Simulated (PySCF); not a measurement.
Bonds broken one at a time in the series Al OH-H. Isolated molecules, 0 K electronic values unless said otherwise. One relaxed conformer stands for each flexible species; it need not be the lowest. Strings in code marks are SMILES.

The dipole moment from two functionals at the same geometries (B3LYP-D3(BJ)/def2-TZVP), both in PySCF: PBE-D3(BJ)/def2-TZVP and TPSSh-D3(BJ)/def2-TZVP. 

```csv
species,PBE-D3(BJ)/def2-TZVP (D),TPSSh-D3(BJ)/def2-TZVP (D)
radical fragment (`[OH]`),1.73,1.74
whole molecule (`[OH][AlH2]`),1.23,1.25
whole molecule (`[AlH3]`),0.00,0.00
```

Over these rows, drawn at random from the members with no instability flagged (it was tested for open shells, ions and some series alone), PBE minus TPSSh-D3(BJ): mean -0.02 D, from -0.03 D to 0.00 D.
